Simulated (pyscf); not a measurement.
Single points on ωB97X-D3(BJ)/def2-SVP structures (PySCF, gas phase).

**Question.** H₃C–Ga(CH₃)–Cl (SMILES [CH3][Ga]([CH3])[Cl]) + HF (SMILES F) -> CH₄ (SMILES C) + H₃C–Ga(F)–Cl (SMILES [CH3][Ga]([F])[Cl])
Surface: singlet. Broken: C–Ga, F–H. Formed: C–H, F–Ga. Give ΔE‡ and ΔE from ωB97M-D3(BJ)/def2-TZVP, relative to the separated reactants.

**Answer.** ΔE‡ = 0.33 eV, ΔE = -1.14 eV. Zero-point energy shifts the barrier by -0.01 eV. It is a four-centre exchange, with an imaginary mode of 1091i cm⁻¹. On the reactant side the descent ends in an adduct with a F–Ga contact (not fully relaxed), 0.48 eV under the separated species and 0.78 eV under the saddle at ωB97X-D3(BJ)/def2-TZVP. On the product side the descent ends in a complex, 0.17 eV under the separated species and 1.60 eV under the saddle at ωB97X-D3(BJ)/def2-TZVP. What is counted as formed (F–Ga) is already present as a longer contact in the reactant adduct; forming that adduct is a step of its own. This is the saddle that the search found; another between the same sides may lie lower. Elements up to Kr have no core potential and no relativistic terms here.
